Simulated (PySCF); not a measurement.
## Trend along the third period: MP molecules

CCSD(T) with double-zeta basis sets in PySCF, for the lowest determinant that a PBE0 search found; no spin–orbit coupling. De refers to high-spin ground-configuration atoms.

```
 M       basis  reference, frozen orbitals  state (unpaired electrons)  Re (Å)  ωe (cm⁻¹)  De (eV)
Na  x2c-SVPall                     ROHF, 6              triplet (π ↑↑)   2.733        248     0.75
Mg  x2c-SVPall                      UHF, 6         quartet (σ ↑, π ↑↑)   2.616        253     0.26
Si    def2-SVP                    ROHF, 10               doublet (π ↑)   2.098        609     2.94
 P    def2-SVP                     RHF, 10      singlet (closed shell)   1.919        775     4.03
 S    def2-SVP                    ROHF, 10               doublet (π ↑)   1.927        729     3.54
```

The shortest bond is that of P2 (1.919 Å), the longest that of NaP (2.733 Å). P2 is bound most strongly (4.03 eV) and MgP least (0.26 eV).

The rows differ in basis set, which adds steps of its own.

The state changes along the series, so neighbouring rows are not always alike in their bonding.

Correlated steps freeze the inner cores (6 to 10 orbitals); shallow outer-core shells are correlated. UHF and ROHF references stand side by side, which adds small steps between rows. Weak bonds: MgP. Basis-set superposition, not corrected here, can be much of De in a small basis, most of all at correlated wavefunction levels. Where the molecule has an RHF reference, its open-shell atoms are computed with UHF. States were picked by a PBE0 search and need not be the measured ground states.
